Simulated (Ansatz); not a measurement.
Density of states of HfIr3 (Pm-3m, a = 3.942 Å, b = 3.942 Å, c = 3.942 Å, α = 90.00°, β = 90.00°, γ = 90.00°), in states per eV and primitive cell, averaged over bins of 0.5 eV. Method: DFT r2SCAN, scalar-relativistic, plane waves, PAW in Ansatz 0.2.0.

Cutoff 500 eV; k points 12×12×12 on the computed 4-atom cell (Γ-centred); Gaussian smearing, width 0.10 eV; no spin polarisation.

The cell is relaxed at this level. The states (both spins) are summed by tetrahedra on a 18×18×18 mesh at the self-consistent density. Energies are bin centres; the table starts no lower than −8 eV and ends at 6 eV, or lower where the solved bands end.

It is a metal at this level.

```csv
E − E_F (eV),total,Ir 5d,Hf 5d,Ir 6s,Hf 6s
-7.80,0.44,0.03,0.01,0.29,0.09
-7.30,0.63,0.08,0.03,0.40,0.10
-6.80,1.36,0.43,0.15,0.64,0.09
-6.30,2.22,1.14,0.34,0.57,0.13
-5.80,4.30,2.69,0.59,0.69,0.26
-5.30,5.03,3.82,0.56,0.41,0.16
-4.80,4.43,3.67,0.44,0.16,0.09
-4.30,3.51,3.02,0.29,0.08,0.03
-3.80,4.36,3.73,0.39,0.11,0.01
-3.30,5.12,4.37,0.38,0.20,0.04
-2.80,4.59,3.80,0.31,0.28,0.04
-2.30,5.87,4.85,0.57,0.25,0.04
-1.80,5.59,4.67,0.57,0.18,0.04
-1.30,5.30,4.40,0.54,0.12,0.04
-0.80,4.23,3.50,0.36,0.12,0.08
-0.30,4.05,2.85,0.57,0.14,0.24
0.20,1.93,1.46,0.19,0.06,0.08
0.70,1.28,1.05,0.09,0.04,0.03
1.20,1.91,1.75,0.08,0.03,0.01
1.70,0.97,0.88,0.04,0.01,0.01
2.20,0.38,0.17,0.12,0.02,0.00
2.70,2.54,0.88,1.10,0.28,0.01
3.20,4.92,1.82,2.36,0.48,0.00
3.70,5.59,2.07,2.77,0.44,0.05
4.20,2.18,0.50,1.35,0.18,0.06
4.70,1.43,0.25,0.90,0.11,0.05
5.20,1.30,0.24,0.79,0.06,0.06
5.70,1.04,0.19,0.63,0.05,0.03
```

The columns after the total are the main Löwdin projections on the occupied valence shells of the potentials; 4 others are left out. The rest of the total lies in those, in shells that are empty in the free atom, which aren't projected, and between the atoms.

Spin-orbit coupling is left out, which matters for the bands of heavy elements.

Cost: 1 run of about 1.8 core-minutes, on Arm Neoverse V1 (shared hosts).